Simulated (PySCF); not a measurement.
# doublet [O2]+ at UMP2/cc-pVDZ

We compute a single-point energy of doublet [O2]+. 

The results are computed with PySCF 2.14.0.

9 further runs of the same task are left out: 9 set aside as unsound or not needed.

**1. The molecule**

[O2]+ has 2 atoms, charge +1, and is taken as a doublet. As SMILES of the parent species, `O=O`. The coordinates come from a PBE0-D4/def2-TZVP relaxation. That shape belongs to the parent species and isn't relaxed for this state.

Bond lengths: O1–O2 1.193 Å.

**2. A single-point energy at UMP2/cc-pVDZ**

The input, start.xyz:

```xyz
2
O2
O      0.509550    -0.164850     0.262450
O     -0.509550     0.164850    -0.262450
```

The input, run.py:

```python
from pyscf import gto, scf, mp

system = gto.M(
    atom='start.xyz',
    charge=1,
    max_memory=1860,
    basis='cc-pvdz',
    spin=1,
    verbose=3,
)

mf = scf.UHF(system)
mf.conv_tol = 1e-05
mf.kernel()

pt = mp.MP2(mf, frozen=2).run()
e_final = pt.e_tot
print(f'total energy: {e_final:.8f} hartree')
```

The run is started by

```sh
$ OMP_NUM_THREADS=1 python run.py
```

Standard output:

```text
converged SCF energy = -149.142103856118  <S^2> = 0.76289334  2S+1 = 2.012852
E(UMP2) = -149.55604550041  E_corr = -0.413941644291471
E(SCS-UMP2) = -149.536990932206  E_corr = -0.394887076087619
total energy: -149.55604550 hartree
```

Wall time 0.81 s (1 thread of Arm Neoverse V1, shared host); peak memory 0.12 GiB.

**3. Outcome**

At UMP2/cc-pVDZ, 2 core orbitals frozen:

| quantity | value |
| --- | --- |
| total energy | -149.55605 Eh |
| HOMO energy (Hartree–Fock orbitals) (highest over α and β) | -27.92 eV |
| LUMO energy (Hartree–Fock orbitals) (lowest over α and β) | -11.88 eV |
| correlation energy (2 core orbitals frozen) | -413.9 mEh |
| ⟨S²⟩ of the reference determinant | 0.763 |
